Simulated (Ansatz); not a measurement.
Changing the shape of PN, singlet

Program: Ansatz, Gaussian basis, development build. Basis cc-pVDZ, nonrelativistic, 6 orbitals frozen in the corrections; active space CAS(10,8). Restricted Hartree–Fock, then the lowest state-specific CASSCF solution met for each case. Single-reference values can break down or jump between states where bonds are stretched. Solutions in different active orbitals can move differences by tenths of an eV and at times more than 1 eV.

Case A: bond length 1.4886 Å.

Case B: bond length 1.3695 Å.

Case C: bond length 1.6077 Å.

Energy less that of case A, in eV:

| case | RHF/ROHF | CASSCF |
| --- | --- | --- |
| B | +0.417 | +0.903 |
| C | +0.693 | +0.138 |

Task: What does SC-NEVPT2 give for these differences?

Result: B: +0.930 eV (21.4 kcal/mol); C: +0.103 eV (2.4 kcal/mol).

Task: Which case is lowest, and do the methods agree?

Result: A is lowest in SC-NEVPT2. Of the methods shown, RHF/ROHF, CASSCF agree.
